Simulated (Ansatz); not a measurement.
# BSiN+ (doublet): the correlation ladder, def2-TZVPP

An exercise on one series of results from a longer session: the logs are not shown, and one member is left open.

Program: Ansatz 0.2.0, Gaussian basis. Level of theory: def2-TZVPP, core rule «outside noble gas», up to 7 orbitals frozen. These are calculated values, not measurements.

Plan: UHF; ROHF; CCSD(T) on UHF.

2 further runs of the same task are left out: 2 set aside as unsound or not needed.

## The geometry

The geometry is a PBE0/def2-TZVP stationary point (not a proven minimum) of the parent state, kept for this charge and spin.

3 atoms, charge 1, spin multiplicity 2.

Atoms are counted from 1 here; the program's logs count them from 0.

Bond lengths: B1–N2 1.274 Å, N2–Si3 1.674 Å. Angles: B1–N2–Si3 180.0°.

The first run:

The input, in.yaml:

```yaml
crystal:
  periodic: [false, false, false]
  atoms:
    - {symbol: B, position_ang: [0.000000, 0.000000, -1.407767]}
    - {symbol: N, position_ang: [0.000000, 0.000000, -0.133267]}
    - {symbol: Si, position_ang: [0.000000, 0.000000, 1.541033]}
basis:
  gaussian: {orbitals: def2-TZVPP}
total_charge: 1
magnetization: {spin_polarized: true, initial_magnetization: 1}
hamiltonian: {xc: hf}
output: {orbitals: {seedname: orbitals}}
```

Started as:

```console
$ ansatz run in.yaml --threads 1 --pin off --events-out ev --progress --plain --max-ram 4096MiB --backend cpu
```

Steps of the session up to this table: UHF; ROHF; CCSD(T) on UHF.

One of the session's tables, all rows but one given; the rest of the session is left out.

It belongs to the step «Misses and costs». 

```
  method  from UCCSD(T) (kcal/mol)
    ROHF                         ?
     UHF                   +216.33
    UMP2                    +20.86
   UCCSD                    +11.25
UCCSD(T)                         0
```

Q: Estimate the row for ROHF from the others.

**Answer.** from UCCSD(T) (kcal/mol): +217.58. In the column «from UCCSD(T) (kcal/mol)» it is the highest.
